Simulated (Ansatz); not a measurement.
# CHClF2O: how energies converge with the basis set

Aim: see how fast density functionals converge with the basis set for CHClF2O.

The runs use Ansatz 0.2.0, Gaussian basis; one geometry, several basis sets.

Levels to be run: PBE0-D4/def2-SVP; ωB97M-V/def2-SVP; PBE0-D4/def2-QZVPP; ωB97M-V/def2-QZVPP; the functionals' def2-TZVPP values are taken from earlier runs.

## 1. The geometry

An earlier PBE0-D4 in a triple-zeta def2 set relaxation fixed the geometry.

SMILES `OC(F)(F)Cl`, 6 atoms, charge 0, spin multiplicity 1.

Atoms are counted from 1 here; the program's logs count them from 0.

Bond lengths: O1–C2 1.342 Å, O1–H6 0.967 Å, C2–F3 1.344 Å, C2–F4 1.344 Å, C2–Cl5 1.755 Å. Angles: C2–O1–H6 108.3°, O1–C2–F3 111.6°, O1–C2–F4 111.6°, O1–C2–Cl5 109.0°, F3–C2–F4 105.8°, F3–C2–Cl5 109.4°, F4–C2–Cl5 109.4°.

## 2. PBE0-D4 in def2-SVP

File in.yaml:

```yaml
crystal:
  periodic: [false, false, false]
  atoms:
    - {symbol: O, position_ang: [0.108717, 0.330710, 1.041256]}
    - {symbol: C, position_ang: [0.025461, 0.014403, -0.260606]}
    - {symbol: F, position_ang: [-1.234487, -0.290437, -0.615378]}
    - {symbol: F, position_ang: [0.761149, -1.071462, -0.553581]}
    - {symbol: Cl, position_ang: [0.588076, 1.375689, -1.215667]}
    - {symbol: H, position_ang: [-0.206816, -0.422902, 1.557776]}
basis:
  gaussian: {orbitals: def2-SVP}
hamiltonian: {xc: pbe0, dispersion: d4}
output: {orbitals: {seedname: orbitals}}
```

Command:

```console
$ ansatz run in.yaml --threads 2 --pin off --events-out ev --progress --plain --max-ram 4352MiB
```

The runs that follow: ωB97M-V in def2-SVP; PBE0-D4 in def2-QZVPP; ωB97M-V in def2-QZVPP.

**Question.** What will the summary of the whole plan be? Wanted: PBE0-D4: double and triple zeta above quadruple; ωB97M-V: double and triple zeta above quadruple.

As calculated:

| quantity | value |
| --- | --- |
| PBE0-D4: double and triple zeta above quadruple | 15.44, 0.80 eV |
| ωB97M-V: double and triple zeta above quadruple | 15.55, 0.76 eV |

In words: PBE0-D4 gains 14.64 eV from double to triple zeta, then 0.80 eV more. These are total energies; as a rule much of such shifts cancels in differences, which this series doesn't test. The LUMO of ωB97M-V is positive and keeps falling with the basis (2.88 to 1.46 eV): an unbound level that the basis holds in place.
